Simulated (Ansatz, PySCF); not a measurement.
Gas-phase reaction in SMILES: [SiH3][SiH3] → [SiH3][SiH3] as doublet, charge +1 + e-
Each molecule is optimised on its own at B3LYP-D3(BJ)/def2-TZVP (Ansatz, an electronic-structure program).

Wanted: adiabatic ionisation energy (0 K, with B3LYP-D3(BJ) harmonic zero-point energies from PySCF), in eV. Cores are frozen in the correlated levels unless marked. UHF or UKS for open shells. Spin-orbit coupling is left out. Non-relativistic unless marked X2C. CBS marks a two-point X^-3 extrapolation of the correlation energy; Hartree-Fock from the larger set. The bracket is a focal-point correction in the basis named.

```csv
level,program,adiabatic ionisation energy (eV),minus last row
SVWN5/def2-TZVPD,Ansatz,9.68,0.01
revPBE-D3(BJ)/def2-TZVPD,Ansatz + dftd3,9.33,-0.34
r2SCAN-D3(BJ)/def2-TZVPD,Ansatz + dftd3,9.45,-0.22
B3LYP-D3(BJ)/def2-TZVPD,Ansatz + dftd3,9.49,-0.18
PBE0-D3(BJ)/def2-TZVP,Ansatz + dftd3,9.49,-0.18
TPSSh-D4/def2-TZVPD,PySCF + dftd4,9.51,-0.16
r2SCAN0-D4/def2-TZVPD,Ansatz + dftd4,9.48,-0.19
wB97X-V/def2-TZVPD,Ansatz,9.58,-0.09
RI-MP2/def2-TZVPPD,Ansatz,9.46,-0.21
CCSD/def2-SVP,Ansatz,9.42,-0.25
CCSD(T)/STO-3G,Ansatz,7.50,-2.17
CCSD(T)/6-31G*,Ansatz,9.29,-0.38
CCSD(T)/def2-TZVPP,Ansatz,9.54,-0.13
X2C-CCSD(T)/cc-pVTZ-DK,Ansatz,9.53,-0.14
"RI-MP2/CBS(def2-TZVPPD,def2-QZVPPD)+[CCSD(T)-MP2]/def2-TZVPPD",Ansatz,9.67,0.00
```
